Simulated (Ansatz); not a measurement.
**Structure relaxation of TiAlPt**

Theory: DFT r2SCAN, scalar-relativistic, plane waves, PAW (Ansatz 0.2.0).

The start is a database structure of TiAlPt, space group P6_3/mmc (No. 194).

The final relaxation ran on this input, with the default PAW datasets:

```yaml
crystal:
  lattice:
    - [4.416847252, 0.0, 0.0]
    - [-2.208423626, 3.8251019249, 0.0]
    - [0.0, 0.0, 5.407711]
  atoms:
    - { symbol: Ti, position: [0.0, 0.0, 0.0] }
    - { symbol: Ti, position: [0.0, 0.0, 0.5] }
    - { symbol: Al, position: [0.33333333, 0.66666667, 0.25] }
    - { symbol: Al, position: [0.66666667, 0.33333333, 0.75] }
    - { symbol: Pt, position: [0.66666667, 0.33333333, 0.25] }
    - { symbol: Pt, position: [0.33333333, 0.66666667, 0.75] }
basis:
  ecutwfc: 500
kpoints:
  mp_grid: { grid: [12, 12, 8] }
hamiltonian:
  xc: r2scan
scf:
  occupations: { method: gaussian, width: 0.1 }
output:
  forces: true
  stress: true
  eigenvalues: true
relax:
  adjacent_minimum: "off"
  f_tol: 0.01
  max_steps: 80
  cell: { stress_tol: 0.05 }
```

Launched as:

```bash
ansatz run input.yaml --threads 1 --pin off --max-ram 2560MiB --backend cpu --events-out ev --progress --plain --runs-dir out
```

The run took 3.9 min on 1 thread of Arm Neoverse V1, with other jobs on the host, peak memory 0.81 GiB.

The program printed at the end:

```
SCF converged after 5 iterations
Free energy (F): -31169.052818 eV
Harris-Foulkes:  -31169.052818 eV  (|F-HF|=1.46e-11)
Internal energy: -31169.030015 eV  (E = F + TS)
E sigma→0 (E₀):  -31169.041417 eV
Entropy (-TS):   -0.022803 eV (-3.800 meV/atom)
Fermi energy:    15.780868 eV
--- Per-component energies (eV) ---
  E_band       = -809.461574
  E_kinetic    = 1873.221236
  E_local      = -5875.780027  (includes V_loc(G=0)·N_el)
  E_nonlocal   = 432.696921
  E_hartree    = 2335.611799
  E_xc         = -765.625677
  E_vxc        = -1013.839939  (∫ρ·V_xc dr)
  E_paw        = -22018.915581  (= ΣΔE_a)
  E_vpaw       = -962.743372  (= ΣTr[D̂ρ^β])
  E_aug_tail   = 0.000456  (compensation charges beyond the density's cutoff)
  E_vtau       = 65.759705  (kinetic-family band-sum trace: ∫τ·v_τ [+ j·A + Jᵃ·Aᵃ] dr)
  E_ewald      = -7149.149022
  E_core_change = -1.090119  (= ΣΔE_core)
  E_smearing   = -0.022803  (= −TS)
  E_closure    = 0.000000  (closes the sum)
  Σ components = -31169.052818   (vs F -31169.052818, Δ=0.00e0)
--- Forces (eV/Å), atoms counted from 1 ---
  atom   1  Ti     0.00000000     0.00000000     0.00000000
  atom   2  Ti     0.00000000     0.00000000     0.00000000
  atom   3  Al     0.00000000     0.00000000     0.00000000
  atom   4  Al     0.00000000     0.00000000     0.00000000
  atom   5  Pt     0.00000000     0.00000000     0.00000000
  atom   6  Pt     0.00000000     0.00000000     0.00000000
  max |Σ_I F_I| component: 2.08e-17 eV/Å
--- Stress (GPa, compression-positive) ---
       -0.001119       0.000000       0.000000
        0.000000      -0.001119       0.000000
        0.000000       0.000000       0.001505
  P = ⅓ Tr σ = -0.0002 GPa (-0.002 kbar)
--- Relaxed structure (5 steps of the walk, 5 accepted, 1 SCFs on fresh bases) ---
  F+E_penalty+E_count = -31169.05281807 eV   max|allowed force component| = 7.430e-17 eV/Å   (the final SCF, on the basis selected at the relaxed cell)
  cell:  # Å, volume = 91.5142 Å³
    - [4.405931, 0.0, 0.0]
    - [-2.202965, 3.815648, 0.0]
    - [0.0, 0.0, 5.443552]
  atoms:
    - { symbol: Ti, position: [0.000000, 0.000000, 0.0] }
    - { symbol: Ti, position: [0.000000, 0.000000, 0.5] }
    - { symbol: Al, position: [0.333333, 0.666667, 0.25] }
    - { symbol: Al, position: [0.666667, 0.333333, 0.75] }
    - { symbol: Pt, position: [0.666667, 0.333333, 0.25] }
    - { symbol: Pt, position: [0.333333, 0.666667, 0.75] }
```

Total energies depend on the potentials used, so only differences within one code and one set of settings carry meaning.

The result has space group P6_3/mmc (No. 194). Ti is coordinated by 2 Ti at 2.72 Å, 6 Al at 2.88 Å and 6 Pt at 2.88 Å; Al is coordinated by 3 Pt at 2.54 Å, 2 Pt at 2.72 Å and 6 Ti at 2.88 Å; Pt has 3 Al at 2.54 Å, 2 Al at 2.72 Å and 6 Ti at 2.88 Å.

Against the elements it lies at -0.98 eV/atom. The zero of energy is the elements' standard structures at the same level; no fitted shifts are applied.

The k mesh leaves about 4 meV/atom of noise in metals. Spin–orbit coupling is left out.

A structure relaxed within its symmetry needn't be a true minimum.